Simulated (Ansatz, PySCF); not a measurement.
Molecule: nitrogen trifluoride, NF₃, charge 0, multiplicity 1. 
Coordinates optimised at B3LYP-D3(BJ)/def2-TZVP (Ansatz, an electronic-structure program):
```xyz
4

N     -0.0011     0.0133     0.4825
F      0.0003     1.2327    -0.1591
F      1.0712    -0.6215    -0.1057
F     -1.0707    -0.6215    -0.1104
```
Charge 0, spin multiplicity 1.


Quantity: enthalpy of formation at 298 K (from the atomisation energy, B3LYP-D3(BJ)/def2-TZVP harmonic zero-point and thermal terms from Ansatz, and the atoms' enthalpies of formation in the G2/97 table; no spin-orbit terms, and no core term in the frozen-core levels), in kcal/mol. Correlated levels leave the core frozen unless marked. UHF or UKS for open shells. No spin-orbit coupling. No relativistic terms. The coupled-cluster limit lacks core correlation, which all-electron functionals hold. CBS(X,Y): correlation extrapolated as X^-3; Hartree-Fock from the larger set.

Measured: -31.6 kcal/mol (G2/97 table in ASE (Curtiss et al.)); it holds spin-orbit and relativistic effects, which these rows lack, and core correlation, which the frozen-core levels lack. This is an older compilation, not checked against later work.

```csv
level,program,enthalpy of formation at 298 K (kcal/mol),error against measurement
HF/STO-3G,Ansatz,125.3,156.9
BLYP-D3(BJ)/def2-TZVPD,Ansatz + dftd3,-56.4,-24.8
TPSS-D4/def2-TZVPD,PySCF + dftd4,-49.7,-18.1
M06-L-D4/def2-TZVPD,PySCF + dftd4,-33.0,-1.4
B3LYP/def2-TZVPD,Ansatz,-34.0,-2.4
r2SCANh-D4/def2-TZVPD,Ansatz + dftd4,-29.0,2.6
r2SCAN0-D4/def2-TZVPD,Ansatz + dftd4,-12.2,19.4
r2SCAN0/def2-TZVPD,Ansatz,-11.9,19.7
MN15-D3(BJ)/def2-TZVPD,PySCF + dftd3,-43.0,-11.4
HSE06/def2-TZVPD,Ansatz,-36.3,-4.7
CAM-B3LYP-D3(BJ)/def2-TZVPD,Ansatz + dftd3,-37.9,-6.3
LC-wPBE-D3(BJ)/def2-TZVPD,Ansatz + dftd3,-40.3,-8.7
SCS-MP2/cc-pVDZ,Ansatz,4.2,35.8
CCSD/aug-cc-pVTZ,Ansatz,-8.9,22.7
"CCSD(T)/CBS(cc-pVTZ,cc-pVQZ)",Ansatz,-31.5,0.1
```
